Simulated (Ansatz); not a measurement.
**SiNH2+ (triplet): the correlation ladder, def2-QZVPP**

One table from this session's results is given with a row withheld; the runs are named, their logs left out.

Program: Ansatz 0.2.0, Gaussian basis. Level of theory: def2-QZVPP, core rule «outside noble gas», up to 6 orbitals frozen. These are calculated values, not measurements.

Plan: UHF; ROHF; CCSD(T) on UHF.

2 further runs of the same task are left out: 2 set aside as unsound or not needed.

### The system

The geometry is a PBE0/def2-TZVP stationary point (not a proven minimum) of the parent state, kept for this charge and spin.

4 atoms, charge 1, spin multiplicity 3.

Atoms are counted from 1 here; the program's logs count them from 0.

Bond lengths: Si1–N2 1.638 Å, Si1–H3 1.482 Å, Si1–H4 1.482 Å. Angles: N2–Si1–H3 122.4°, N2–Si1–H4 122.4°, H3–Si1–H4 115.2°.

Set-up of the first run:

Input file in.yaml:

```yaml
crystal:
  periodic: [false, false, false]
  atoms:
    - {symbol: Si, position_ang: [0.000000, 0.000000, 0.483733]}
    - {symbol: N, position_ang: [0.000000, 0.000000, -1.153819]}
    - {symbol: H, position_ang: [0.000000, 1.251593, 1.277509]}
    - {symbol: H, position_ang: [0.000000, -1.251594, 1.277509]}
basis:
  gaussian: {orbitals: "def2-QZVPP.json"}
total_charge: 1
magnetization: {spin_polarized: true, initial_magnetization: 2}
hamiltonian: {xc: hf}
output: {orbitals: {seedname: orbitals}}
```

Command:

```sh
> ansatz run in.yaml --threads 1 --pin off --events-out ev --progress --plain --max-ram 4096MiB --backend cpu
```

Among the steps run: UHF; ROHF; CCSD(T) on UHF.

One of the session's tables, all rows but one given; the rest of the session is left out.

```
  method  from UCCSD(T) (meV)
    ROHF                    ?
     UHF              +7412.9
    UMP2              +1097.9
   UCCSD               +229.3
UCCSD(T)                    0
```

Estimate the missing values for ROHF.

The run gave: from UCCSD(T) (meV): +7568.0. In the column «from UCCSD(T) (meV)» it is the highest.
